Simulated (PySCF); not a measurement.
Converging LiN in the basis (MP2)

PySCF, UHF reference; triplet, unpaired electrons π ↑↑; De to Li + N without counterpoise correction. Frozen cores follow the default of each basis and core potential.

```csv
basis,relativity,functions,Re (Å),ωe (cm⁻¹),De (eV),frozen orbitals
pcseg-2,no relativity,45,1.856,693,1.35,1
x2c-TZVPPall,spin-free X2C,50,1.863,688,1.26,1
cc-pVTZ,no relativity,60,1.861,689,1.35,1
```

Question: How does each smaller set differ from the one with most functions, cc-pVTZ?

Answer: pcseg-2: -0.5 pm, +0.6 % in ωe, +0.00 eV in De; x2c-TZVPPall: +0.2 pm, -0.1 % in ωe, -0.09 eV in De. All at MP2; the set with most functions is neither the basis-set limit nor always the best. The rows treat relativity differently, so the differences are not basis effects alone.

Correlated steps freeze 1 core orbital. The state was picked by a PBE0 search and need not be the measured ground state.
